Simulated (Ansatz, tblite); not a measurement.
**The cluster Rb₂F: a ladder of methods and basis sets**

Aim: run the doublet of the cluster Rb₂F at one geometry on many levels, and compare frontier levels, spin and run time.

The runs use Ansatz 0.2.0, Gaussian basis; as each input shows.

Plan: GFN1-xTB, GFN2-xTB, PBE-D4/def2-TZVP, r2SCAN-D4/def2-TZVP, B97M-V/def2-TZVP, B2PLYP/def2-TZVP, B3LYP-D4/def2-TZVP, PBE-QIDH/def2-TZVP, HF/def2-TZVP, PBE-D4/def2-SVP, PBE0-D4/def2-SVP, PBE0-D4/def2-TZVPD, PBE-D4/def2-TZVPD, r2SCAN-D4/def2-TZVPD, CCSD(T)/def2-TZVPP, MP2/def2-TZVP, RPA/def2-TZVP, CCSD(T)/def2-TZVPD.

1 further run of the same task is left out (set aside as unsound or not needed).

**1. The structure**

The geometry is that of the doublet, from an earlier relaxation (r2SCAN-D4/def2-TZVP). At that level it is the lowest of the isomers that a small search found.

3 atoms, charge 0, spin multiplicity 2.

Bond lengths: Rb1–F3 2.486 Å, Rb2–F3 2.486 Å. Angles: Rb1–F3–Rb2 122.2°.

Rb takes a core potential in the def2 sets. No spin-orbit coupling is included.

PBE0-D4/def2-TZVP was run before; its log isn't repeated, and its numbers join the tables.

**2. GFN1-xTB**

Tight binding, by tblite at 300 K electronic temperature and without a spin-polarisation term:

```python
tblite.interface.Calculator('GFN1-xTB', numbers, positions, charge=0, uhf=1).singlepoint()
```

Energy -158.8774 eV; 0.002 s.

**3. GFN2-xTB**

Tight binding, by tblite at 300 K electronic temperature and without a spin-polarisation term:

```python
tblite.interface.Calculator('GFN2-xTB', numbers, positions, charge=0, uhf=1).singlepoint()
```

Energy -141.9820 eV; 0.001 s.

**4. PBE-D4/def2-TZVP**

start.molden holds the orbitals of an earlier run on this state, given as this run's starting guess.

File in.yaml:

```yaml
crystal:
  periodic: [false, false, false]
  atoms:
    - {symbol: Rb, position_ang: [1.227555, -1.841252, 0.009191]}
    - {symbol: Rb, position_ang: [-0.492211, 2.157334, -0.031338]}
    - {symbol: F, position_ang: [-0.735343, -0.316082, 0.022147]}
basis:
  gaussian: {orbitals: def2-TZVP, initial_orbitals: start.molden}
magnetization: {spin_polarized: true, initial_magnetization: 1}
hamiltonian: {xc: pbe, dispersion: d4}
scf: {omitted_lower_state_checks: [starts]}
output: {orbitals: {seedname: orbitals}}
```

On the command line:

```console
ansatz run in.yaml --threads 4 --pin off --events-out ev --progress --plain --max-ram 3916MiB
```

Further steps of the session: r2SCAN-D4/def2-TZVP; B97M-V/def2-TZVP; B2PLYP/def2-TZVP; B3LYP-D4/def2-TZVP; PBE-QIDH/def2-TZVP; HF/def2-TZVP; PBE-D4/def2-SVP; PBE0-D4/def2-SVP; PBE0-D4/def2-TZVPD; PBE-D4/def2-TZVPD; r2SCAN-D4/def2-TZVPD; CCSD(T)/def2-TZVPP; MP2/def2-TZVP; RPA/def2-TZVP; CCSD(T)/def2-TZVPD.

**Question.** What will the summary of the whole plan be? Wanted: gap in def2-TZVP, named functionals and Hartree-Fock, smallest and largest; correlation energy, CCSD(T)/def2-TZVPP; correlation energy, MP2/def2-TZVP; correlation energy, CCSD(T)/def2-TZVPD; binding an atom, CCSD(T)/def2-TZVPP; ⟨S²⟩ in def2-TZVP, named functionals and Hartree-Fock, smallest and largest; PBE0 total energy, smallest basis above largest.

As calculated:

```
                                                                   quantity                           value
 gap in def2-TZVP, named functionals and Hartree-Fock, smallest and largest  0.38 eV (B97M-V), 2.95 eV (HF)
                                     correlation energy, CCSD(T)/def2-TZVPP                       -13.38 eV
                                          correlation energy, MP2/def2-TZVP                       -11.12 eV
                                     correlation energy, CCSD(T)/def2-TZVPD                       -11.95 eV
                                        binding an atom, CCSD(T)/def2-TZVPP                        1.876 eV
⟨S²⟩ in def2-TZVP, named functionals and Hartree-Fock, smallest and largest                    0.750, 0.752
                            PBE0 total energy, smallest basis above largest  3.69 eV (def2-SVP, def2-TZVPD)
```

What this shows: Orbital gaps of the named functionals and Hartree-Fock in def2-TZVP span 0.38 eV (B97M-V) to 2.95 eV (HF); exact exchange widens it. The functionals in def2-TZVP miss CCSD(T)/def2-TZVPP by +0.020 (PBE-QIDH) to +0.145 eV (PBE-D4) an atom. CCSD(T)/def2-TZVPP isn't at the basis-set limit; small misses against it rank nothing.
